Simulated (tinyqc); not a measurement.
Worked calculation (part 1 of 2): MP2 on RHF in the sto-3g basis, for H2O, spin multiplicity 1. Computed by tinyqc, a small Python program that keeps every step (integrals from PySCF). Settings: charge = 0, multiplicity = 1, basis = sto-3g, method = RHF, energy threshold = 1e-10, iteration cap = 74, orthogonalisation = symmetric, start = atomic densities, DIIS depth = 6. Command: `OMP_NUM_THREADS=1 python tinyqc.py 26307 26308 out.jsonl` (the two numbers bound the seeds that draw the settings). One thread of a shared host (Intel(R) Xeon(R) Processor @ 2.60GHz), about 0.1 s of CPU time with the checks. Later iterations appear only in the table of the cycle.

## One-electron integrals

Geometry (angstrom):
```
atom         x          y         z
O     0.000000   0.000000  0.000000
H     0.000000   0.786000  0.636000
H     0.000000  -0.786000  0.636000
```

Basis sto-3g: exponents (1/bohr^2) and contraction coefficients of normalised primitives:
```
element  l (shell)    exponent  coefficient
O            s (1)  130.709320     0.154329
O            s (1)   23.808861     0.535328
O            s (1)    6.443608     0.444635
O            s (2)    5.033151    -0.099967
O            s (2)    1.169596     0.399513
O            s (2)    0.380389     0.700115
O            p (3)    5.033151     0.155916
O            p (3)    1.169596     0.607684
O            p (3)    0.380389     0.391957
H            s (1)    3.425251     0.154329
H            s (1)    0.623914     0.535328
H            s (1)    0.168855     0.444635
```

Overlap, kinetic and nuclear-attraction integrals over the contracted functions; the nuclear repulsion is the sum of Za Zb / Rab.

nuclear repulsion = 8.71063980 hartree

overlap S:
```
           1O 1s     1O 2s    1O 2px     1O 2py    1O 2pz     2H 1s      3H 1s
1O 1s   1.000000  0.236704  0.000000   0.000000  0.000000  0.047480   0.047480
1O 2s   0.236704  1.000000  0.000000   0.000000  0.000000  0.440128   0.440128
1O 2px  0.000000  0.000000  1.000000   0.000000  0.000000  0.000000   0.000000
1O 2py  0.000000  0.000000  0.000000   1.000000  0.000000  0.290858  -0.290858
1O 2pz  0.000000  0.000000  0.000000   0.000000  1.000000  0.235351   0.235351
2H 1s   0.047480  0.440128  0.000000   0.290858  0.235351  1.000000   0.231392
3H 1s   0.047480  0.440128  0.000000  -0.290858  0.235351  0.231392   1.000000
```

kinetic energy T (hartree):
```
            1O 1s      1O 2s    1O 2px     1O 2py    1O 2pz      2H 1s      3H 1s
1O 1s   29.003200  -0.168011  0.000000   0.000000  0.000000  -0.005670  -0.005670
1O 2s   -0.168011   0.808128  0.000000   0.000000  0.000000   0.104266   0.104266
1O 2px   0.000000   0.000000  2.528731   0.000000  0.000000   0.000000   0.000000
1O 2py   0.000000   0.000000  0.000000   2.528731  0.000000   0.190066  -0.190066
1O 2pz   0.000000   0.000000  0.000000   0.000000  2.528731   0.153794   0.153794
2H 1s   -0.005670   0.104266  0.000000   0.190066  0.153794   0.760032   0.004209
3H 1s   -0.005670   0.104266  0.000000  -0.190066  0.153794   0.004209   0.760032
```

nuclear attraction V (hartree):
```
             1O 1s       1O 2s     1O 2px      1O 2py      1O 2pz      2H 1s      3H 1s
1O 1s   -61.665207   -7.430850   0.000000    0.000000   -0.017503  -1.530903  -1.530903
1O 2s    -7.430850  -10.088849   0.000000    0.000000   -0.209546  -3.512828  -3.512828
1O 2px    0.000000    0.000000  -9.942023    0.000000    0.000000   0.000000   0.000000
1O 2py    0.000000    0.000000   0.000000  -10.075312    0.000000  -2.055756   2.055756
1O 2pz   -0.017503   -0.209546   0.000000    0.000000  -10.029293  -1.728808  -1.728808
2H 1s    -1.530903   -3.512828   0.000000   -2.055756   -1.728808  -5.626061  -1.430252
3H 1s    -1.530903   -3.512828   0.000000    2.055756   -1.728808  -1.430252  -5.626061
```

core Hamiltonian H = T + V (hartree):
```
             1O 1s      1O 2s     1O 2px     1O 2py     1O 2pz      2H 1s      3H 1s
1O 1s   -32.662007  -7.598861   0.000000   0.000000  -0.017503  -1.536572  -1.536572
1O 2s    -7.598861  -9.280721   0.000000   0.000000  -0.209546  -3.408562  -3.408562
1O 2px    0.000000   0.000000  -7.413292   0.000000   0.000000   0.000000   0.000000
1O 2py    0.000000   0.000000   0.000000  -7.546581   0.000000  -1.865691   1.865691
1O 2pz   -0.017503  -0.209546   0.000000   0.000000  -7.500562  -1.575014  -1.575014
2H 1s    -1.536572  -3.408562   0.000000  -1.865691  -1.575014  -4.866029  -1.426043
3H 1s    -1.536572  -3.408562   0.000000   1.865691  -1.575014  -1.426043  -4.866029
```

## Two-electron integrals

Functions are numbered as in S; the eight-fold symmetry (ij|kl) = (ji|kl) = (kl|ij) leaves the list below.

Two-electron integrals (ij|kl) in chemists' order, unique and non-zero (hartree):
```
(11|11) 4.785065    (21|11) 0.741380    (21|21) 0.136873    (22|11) 1.118947
(22|21) 0.256633    (22|22) 0.817206    (31|31) 0.024477    (32|31) 0.037809
(32|32) 0.180518    (33|11) 1.115814    (33|21) 0.256684    (33|22) 0.817023
(33|33) 0.880159    (41|41) 0.024477    (42|41) 0.037809    (42|42) 0.180518
(43|43) 0.047444    (44|11) 1.115814    (44|21) 0.256684    (44|22) 0.817023
(44|33) 0.785270    (44|44) 0.880159    (51|51) 0.024477    (52|51) 0.037809
(52|52) 0.180518    (53|53) 0.047444    (54|54) 0.047444    (55|11) 1.115814
(55|21) 0.256684    (55|22) 0.817023    (55|33) 0.785270    (55|44) 0.785270
(55|55) 0.880159    (61|11) 0.150880    (61|21) 0.027621    (61|22) 0.051458
(61|33) 0.051358    (61|41) 0.000991    (61|42) 0.001855    (61|44) 0.051543
(61|51) 0.000802    (61|52) 0.001501    (61|54) 0.000149    (61|55) 0.051479
(61|61) 0.005647    (62|11) 0.367451    (62|21) 0.085334    (62|22) 0.300906
(62|33) 0.295791    (62|41) 0.004981    (62|42) 0.038066    (62|44) 0.304892
(62|51) 0.004030    (62|52) 0.030801    (62|54) 0.007364    (62|55) 0.301750
(62|61) 0.017557    (62|62) 0.137235    (63|31) 0.008924    (63|32) 0.051968
(63|43) 0.007907    (63|53) 0.006398    (63|63) 0.019546    (64|11) 0.205846
(64|21) 0.048422    (64|22) 0.182323    (64|33) 0.174052    (64|41) 0.011401
(64|42) 0.073805    (64|44) 0.195181    (64|51) 0.002004    (64|52) 0.017670
(64|54) 0.010699    (64|55) 0.177532    (64|61) 0.010402    (64|62) 0.101004
(64|64) 0.093029    (65|11) 0.166563    (65|21) 0.039181    (65|22) 0.147529
(65|33) 0.140836    (65|41) 0.002004    (65|42) 0.017670    (65|44) 0.145137
(65|51) 0.010545    (65|52) 0.066266    (65|54) 0.011387    (65|55) 0.156448
(65|61) 0.008417    (65|62) 0.081728    (65|64) 0.059459    (65|65) 0.067658
(66|11) 0.507400    (66|21) 0.119750    (66|22) 0.484275    (66|33) 0.464700
(66|41) 0.009048    (66|42) 0.095341    (66|44) 0.499825    (66|51) 0.007321
(66|52) 0.077147    (66|54) 0.028422    (66|55) 0.487697    (66|61) 0.024857
(66|62) 0.278115    (66|64) 0.233676    (66|65) 0.189082    (66|66) 0.774606
(71|11) 0.150880    (71|21) 0.027621    (71|22) 0.051458    (71|33) 0.051358
(71|41) -0.000991   (71|42) -0.001855   (71|44) 0.051543    (71|51) 0.000802
(71|52) 0.001501    (71|54) -0.000149   (71|55) 0.051479    (71|61) 0.005561
(71|62) 0.017018    (71|64) 0.009213    (71|65) 0.008165    (71|66) 0.023837
(71|71) 0.005647    (72|11) 0.367451    (72|21) 0.085334    (72|22) 0.300906
(72|33) 0.295791    (72|41) -0.004981   (72|42) -0.038066   (72|44) 0.304892
(72|51) 0.004030    (72|52) 0.030801    (72|54) -0.007364   (72|55) 0.301750
(72|61) 0.017018    (72|62) 0.111717    (72|64) 0.056629    (72|65) 0.064727
(72|66) 0.186261    (72|71) 0.017557    (72|72) 0.137235    (73|31) 0.008924
(73|32) 0.051968    (73|43) -0.007907   (73|53) 0.006398    (73|63) 0.015401
(73|73) 0.019546    (74|11) -0.205846   (74|21) -0.048422   (74|22) -0.182323
(74|33) -0.174052   (74|41) 0.011401    (74|42) 0.073805    (74|44) -0.195181
(74|51) -0.002004   (74|52) -0.017670   (74|54) 0.010699    (74|55) -0.177532
(74|61) -0.009213   (74|62) -0.056629   (74|64) -0.013767   (74|65) -0.032079
(74|66) -0.083672   (74|71) -0.010402   (74|72) -0.101004   (74|74) 0.093029
(75|11) 0.166563    (75|21) 0.039181    (75|22) 0.147529    (75|33) 0.140836
(75|41) -0.002004   (75|42) -0.017670   (75|44) 0.145137    (75|51) 0.010545
(75|52) 0.066266    (75|54) -0.011387   (75|55) 0.156448    (75|61) 0.008165
(75|62) 0.064727    (75|64) 0.032079    (75|65) 0.052334    (75|66) 0.118229
(75|71) 0.008417    (75|72) 0.081728    (75|74) -0.059459   (75|75) 0.067658
(76|11) 0.141660    (76|21) 0.033207    (76|22) 0.127190    (76|33) 0.124158
(76|44) 0.126587    (76|51) 0.002452    (76|52) 0.022318    (76|55) 0.130688
(76|61) 0.006766    (76|62) 0.057778    (76|64) 0.036708    (76|65) 0.038678
(76|66) 0.121572    (76|71) 0.006766    (76|72) 0.057778    (76|74) -0.036708
(76|75) 0.038678    (76|76) 0.029918    (77|11) 0.507400    (77|21) 0.119750
(77|22) 0.484275    (77|33) 0.464700    (77|41) -0.009048   (77|42) -0.095341
(77|44) 0.499825    (77|51) 0.007321    (77|52) 0.077147    (77|54) -0.028422
(77|55) 0.487697    (77|61) 0.023837    (77|62) 0.186261    (77|64) 0.083672
(77|65) 0.118229    (77|66) 0.331405    (77|71) 0.024857    (77|72) 0.278115
(77|74) -0.233676   (77|75) 0.189082    (77|76) 0.121572    (77|77) 0.774606
```

## Orthogonalisation

S = U s U^T; symmetric (Loewdin) form X = U s^(-1/2) U^T, so that X^T S X = 1.

eigenvalues of S: 0.377344  0.457008  0.883796  1.000000  1.098391  1.311601  1.871862

X:
```
            1O 1s      1O 2s    1O 2px     1O 2py     1O 2pz      2H 1s      3H 1s
1O 1s    1.023982  -0.140680  0.000000   0.000000  -0.009375   0.020851   0.020851
1O 2s   -0.140680   1.207673  0.000000   0.000000   0.097214  -0.264595  -0.264595
1O 2px   0.000000   0.000000  1.000000   0.000000   0.000000   0.000000   0.000000
1O 2py   0.000000   0.000000  0.000000   1.094155   0.000000  -0.206273   0.206273
1O 2pz  -0.009375   0.097214  0.000000   0.000000   1.050880  -0.138967  -0.138967
2H 1s    0.020851  -0.264595  0.000000  -0.206273  -0.138967   1.176207  -0.082048
3H 1s    0.020851  -0.264595  0.000000   0.206273  -0.138967  -0.082048   1.176207
```

## Starting guess

The start is atomic minimal-basis densities projected into this basis (PySCF's MINAO start) and scaled to the electron count of each spin; this density is not idempotent, so its energy is not variational and may lie below the converged one.

D at the start:
```
            1O 1s      1O 2s    1O 2px     1O 2py     1O 2pz      2H 1s      3H 1s
1O 1s    2.143319  -0.488744  0.000000   0.000000   0.017261  -0.016506  -0.016506
1O 2s   -0.488744   2.085040  0.000000   0.000000  -0.088929   0.044675   0.044675
1O 2px   0.000000   0.000000  1.308190   0.000000   0.000000   0.000000   0.000000
1O 2py   0.000000   0.000000  0.000000   1.168589   0.000000   0.116555  -0.116555
1O 2pz   0.017261  -0.088929  0.000000   0.000000   1.232561   0.061171   0.061171
2H 1s   -0.016506   0.044675  0.000000   0.116555   0.061171   0.996375   0.069617
3H 1s   -0.016506   0.044675  0.000000  -0.116555   0.061171   0.069617   0.996375
```

## Iteration 1: building the Fock matrix

J_ij = sum D_kl (ij|kl), K_ij = sum D_kl (ik|jl); F = H + J - 0.5 K; E = tr D H + tr D J / 2 - 0.25 tr D K + E_nn.

Coulomb J (hartree):
```
            1O 1s     1O 2s    1O 2px     1O 2py    1O 2pz     2H 1s      3H 1s
1O 1s   17.226487  3.231286  0.000000   0.000000  0.013233  0.653088   0.653088
1O 2s    3.231286  8.036152  0.000000   0.000000  0.155897  2.987888   2.987888
1O 2px   0.000000  0.000000  7.989524   0.000000  0.000000  0.000000   0.000000
1O 2py   0.000000  0.000000  0.000000   8.059128  0.000000  1.816380  -1.816380
1O 2pz   0.013233  0.155897  0.000000   0.000000  8.035585  1.521696   1.521696
2H 1s    0.653088  2.987888  0.000000   1.816380  1.521696  5.030241   1.286791
3H 1s    0.653088  2.987888  0.000000  -1.816380  1.521696  1.286791   5.030241
```

exchange K (hartree):
```
           1O 1s     1O 2s    1O 2px     1O 2py    1O 2pz     2H 1s      3H 1s
1O 1s   9.915072  1.689383  0.000000   0.000000  0.017604  0.379184   0.379184
1O 2s   1.689383  2.778472  0.000000   0.000000  0.153617  1.258836   1.258836
1O 2px  0.000000  0.000000  1.712275   0.000000  0.000000  0.000000   0.000000
1O 2py  0.000000  0.000000  0.000000   1.830500  0.000000  0.586850  -0.586850
1O 2pz  0.017604  0.153617  0.000000   0.000000  1.791101  0.545365   0.545365
2H 1s   0.379184  1.258836  0.000000   0.586850  0.545365  1.405795   0.582014
3H 1s   0.379184  1.258836  0.000000  -0.586850  0.545365  0.582014   1.405795
```

Fock matrix F (hartree):
```
             1O 1s      1O 2s     1O 2px     1O 2py     1O 2pz      2H 1s      3H 1s
1O 1s   -20.393056  -5.212266   0.000000   0.000000  -0.013072  -1.073077  -1.073077
1O 2s    -5.212266  -2.633805   0.000000   0.000000  -0.130457  -1.050092  -1.050092
1O 2px    0.000000   0.000000  -0.279905   0.000000   0.000000   0.000000   0.000000
1O 2py    0.000000   0.000000   0.000000  -0.402703   0.000000  -0.342736   0.342736
1O 2pz   -0.013072  -0.130457   0.000000   0.000000  -0.360527  -0.326001  -0.326001
2H 1s    -1.073077  -1.050092   0.000000  -0.342736  -0.326001  -0.538686  -0.430259
3H 1s    -1.073077  -1.050092   0.000000   0.342736  -0.326001  -0.430259  -0.538686
```

total energy of this density = -75.37180057 hartree

This density is the starting one; it is not idempotent, so its energy is not variational and may lie below the converged one.

## Iteration 1: diagonalisation and new density

Diagonalise F' = X^T F X, C = X C', fill 5 alpha and 5 beta electrons from the bottom; D = 2 C_occ C_occ^T. Each column has its largest component positive (the first on a tie).

F' = X^T F X (hartree):
```
            1          2          3          4          5          6          7
1  -20.013402  -2.696926   0.000000   0.000000  -0.034073  -0.154290  -0.154290
2   -2.696926  -1.427236   0.000000   0.000000   0.070552  -0.529722  -0.529722
3    0.000000   0.000000  -0.279905   0.000000   0.000000   0.000000   0.000000
4    0.000000   0.000000   0.000000  -0.181917   0.000000  -0.381990   0.381990
5   -0.034073   0.070552   0.000000   0.000000  -0.237566  -0.273177  -0.273177
6   -0.154290  -0.529722   0.000000  -0.381990  -0.273177   0.000912  -0.148979
7   -0.154290  -0.529722   0.000000   0.381990  -0.273177  -0.148979   0.000912
```

orbital energies (hartree): MO1 -20.401981, MO2 -1.447847, MO3 -0.581130, MO4 -0.429546, MO5 -0.279905, MO6 0.453104, MO7 0.549103

coefficients C:
```
              MO1        MO2        MO3        MO4       MO5        MO6        MO7
1O 1s    0.994151  -0.238447   0.000000   0.087404  0.000000  -0.128282   0.000000
1O 2s    0.025595   0.867923   0.000000  -0.447111  0.000000   0.820905   0.000000
1O 2px   0.000000   0.000000   0.000000   0.000000  1.000000   0.000000   0.000000
1O 2py   0.000000   0.000000   0.706582   0.000000  0.000000   0.000000   0.884880
1O 2pz   0.002888   0.097353   0.000000   0.810581  0.000000   0.697125   0.000000
2H 1s   -0.004641   0.144251   0.362885   0.251509  0.000000  -0.777343  -0.838133
3H 1s   -0.004641   0.144251  -0.362885   0.251509  0.000000  -0.777343   0.838133
```

D after iteration 1:
```
            1O 1s      1O 2s    1O 2px     1O 2py     1O 2pz      2H 1s      3H 1s
1O 1s    2.105664  -0.441175  0.000000   0.000000   0.101010  -0.034054  -0.034054
1O 2s   -0.441175   1.907707  0.000000   0.000000  -0.555701   0.025256   0.025256
1O 2px   0.000000   0.000000  2.000000   0.000000   0.000000   0.000000   0.000000
1O 2py   0.000000   0.000000  0.000000   0.998516   0.000000   0.512816  -0.512816
1O 2pz   0.101010  -0.555701  0.000000   0.000000   1.333056   0.435796   0.435796
2H 1s   -0.034054   0.025256  0.000000   0.512816   0.435796   0.431544  -0.095197
3H 1s   -0.034054   0.025256  0.000000  -0.512816   0.435796  -0.095197   0.431544
```

## Iteration 8 (converged): orbitals

converged F (hartree):
```
             1O 1s      1O 2s     1O 2px     1O 2py     1O 2pz      2H 1s      3H 1s
1O 1s   -20.243493  -5.163486   0.000000   0.000000  -0.027971  -1.052939  -1.052939
1O 2s    -5.163486  -2.432041   0.000000   0.000000  -0.107082  -0.935366  -0.935366
1O 2px    0.000000   0.000000  -0.390343   0.000000   0.000000   0.000000   0.000000
1O 2py    0.000000   0.000000   0.000000  -0.281376   0.000000  -0.377429   0.377429
1O 2pz   -0.027971  -0.107082   0.000000   0.000000  -0.321981  -0.358977  -0.358977
2H 1s    -1.052939  -0.935366   0.000000  -0.377429  -0.358977  -0.512895  -0.342469
3H 1s    -1.052939  -0.935366   0.000000   0.377429  -0.358977  -0.342469  -0.512895
```

As before.

F' = X^T F X (hartree):
```
            1          2          3          4          5          6          7
1  -19.865791  -2.691846   0.000000   0.000000  -0.056216  -0.147482  -0.147482
2   -2.691846  -1.264668   0.000000   0.000000   0.113317  -0.471431  -0.471431
3    0.000000   0.000000  -0.390343   0.000000   0.000000   0.000000   0.000000
4    0.000000   0.000000   0.000000  -0.010624   0.000000  -0.443996   0.443996
5   -0.056216   0.113317   0.000000   0.000000  -0.170541  -0.327111  -0.327111
6   -0.147482  -0.471431   0.000000  -0.443996  -0.327111   0.003713  -0.094362
7   -0.147482  -0.471431   0.000000   0.443996  -0.327111  -0.094362   0.003713
```

orbital energies (hartree): MO1 -20.252086, MO2 -1.245461, MO3 -0.586528, MO4 -0.452346, MO5 -0.390343, MO6 0.558243, MO7 0.673979

coefficients C:
```
              MO1        MO2        MO3        MO4       MO5        MO6        MO7
1O 1s    0.994260  -0.234884   0.000000   0.101413  0.000000  -0.123614   0.000000
1O 2s    0.025472   0.853066   0.000000  -0.523967  0.000000   0.790459   0.000000
1O 2px   0.000000   0.000000   0.000000   0.000000  1.000000   0.000000   0.000000
1O 2py   0.000000   0.000000   0.609174   0.000000  0.000000   0.000000   0.954557
1O 2pz   0.003913   0.113751   0.000000   0.757776  0.000000   0.751886   0.000000
2H 1s   -0.005382   0.153877   0.449374   0.301085  0.000000  -0.757621  -0.795119
3H 1s   -0.005382   0.153877  -0.449374   0.301085  0.000000  -0.757621   0.795119
```

D after iteration 8:
```
            1O 1s      1O 2s    1O 2px     1O 2py     1O 2pz      2H 1s      3H 1s
1O 1s    2.108015  -0.456366  0.000000   0.000000   0.108041  -0.021921  -0.021921
1O 2s   -0.456366   2.005823  0.000000   0.000000  -0.599826  -0.053256  -0.053256
1O 2px   0.000000   0.000000  2.000000   0.000000   0.000000   0.000000   0.000000
1O 2py   0.000000   0.000000  0.000000   0.742187   0.000000   0.547494  -0.547494
1O 2pz   0.108041  -0.599826  0.000000   0.000000   1.174357   0.491275   0.491275
2H 1s   -0.021921  -0.053256  0.000000   0.547494   0.491275   0.632593  -0.175155
3H 1s   -0.021921  -0.053256  0.000000  -0.547494   0.491275  -0.175155   0.632593
```

## Convergence

Stop when the energy changes by less than 1e-10 hartree and every element of the error matrix X^T (F D S - S D F) X is below 3e-06.

Course of the cycle:
```
iteration   E (hartree)     change  largest element of the error matrix
1          -75.37180057          -                             1.21e+00
2          -74.92524628   4.47e-01                             1.91e-01
3          -74.96401388  -3.88e-02                             2.24e-02
4          -74.96458635  -5.72e-04                             4.42e-03
5          -74.96461333  -2.70e-05                             1.18e-04
6          -74.96461337  -4.09e-08                             3.78e-05
7          -74.96461338  -5.64e-09                             1.25e-07
8          -74.96461338  -2.84e-14                             1.15e-10
```

PySCF RHF in the same basis = -74.96461338 hartree

Converged in 8 iterations.

## Populations, bond orders and dipole

Mulliken: Z minus the diagonal of D S on the atom; Loewdin: the same with S^(1/2) D S^(1/2); Mayer order: 2 sum_s sum (D(s) S)_ij (D(s) S)_ji over the two atoms.

Charges (e):
```
atom   Mulliken    Loewdin
1O    -0.315104  -0.222465
2H     0.157552   0.111233
3H     0.157552   0.111233
```

Mayer bond orders:
```
pair     order
2-1   0.965792
3-1   0.965792
3-2   0.009386
```

dipole moment about the origin, x y z (debye): 0.000000  0.000000  1.667527
